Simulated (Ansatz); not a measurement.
The parent structure is Ni in the fcc (Cu type) structure (space group Fm-3m, No. 225; a = 3.4632 Å; ferromagnetic).

Calculations: PBEsol (Ansatz, a program for electronic structure), no spin-orbit coupling, earlier PAW set.

It is then changed as follows: full substitution Ni → Pt, then cell and atoms are relaxed.

Measured lattice parameter a: Ni 3.508 Å (static lattice; corrected from measurement; as listed in Daniel Mejia-Rodriguez, S. B. Trickey, Phys. Rev. B (2018)); Pt 3.913 Å (static lattice; corrected from measurement; as listed in Daniel Mejia-Rodriguez, S. B. Trickey, Phys. Rev. B (2018)).

Problem. How well does PBEsol reproduce the measured shift?

Solution. With PBEsol the lattice parameter a moves by +0.455 Å (3.463 → 3.918) against +0.405 Å measured.

The magnetic state is the one reached from the starting moments; the real material's order can differ, and small cells can't hold many antiferromagnetic ones. No phonon test of stability was made. Spin-polarised in the final run: base; the other runs are not. Pt lies near a magnetic instability that expansion can trigger; it was not tested.
